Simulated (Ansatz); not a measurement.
A made-up structure of BSiHF, doublet:

B1  (-1.728, 0.529, -0.435)
Si2  (0.013, -0.104, 0.387)
F3  (0.684, -1.418, -0.243)
H4  (0.707, -2.179, 0.256)
(Å)

It is relaxed with PBE-D4/def2-SVP and then PBE0-D4/def2-TZVP (Ansatz 0.2.0). Atoms count as bonded within 1.22 times the sum of their covalent radii (H–H: 0.88 Å). The end point is not checked to be a true minimum.

Problem. Does its bonding change? (Judge from chemistry; the calculation decides.)

Solution. The calculation gives: Yes. Formed: none; broken: Si2–F3.

Where it ends: The first stage lowers the energy by 2.13 eV in 23 steps. It ends as a complex of BSi + HF:
```xyz
4
angstrom
B -0.3605 -0.0668 0.1836
Si -1.0106 1.6724 0.6382
F 0.6867 -2.8131 -0.5406
H 0.3607 -1.9641 -0.3168
```

For scale, one of the runs: PBE0-D4/def2-TZVP relaxation, 105 basis functions, launched by `ansatz run in.yaml --threads 2 --pin off --events-out ev --progress --plain --max-ram 4352MiB`. Hardware: 2 CPU threads of an Arm Neoverse V2, shared host. Wall time about 6.2 min.
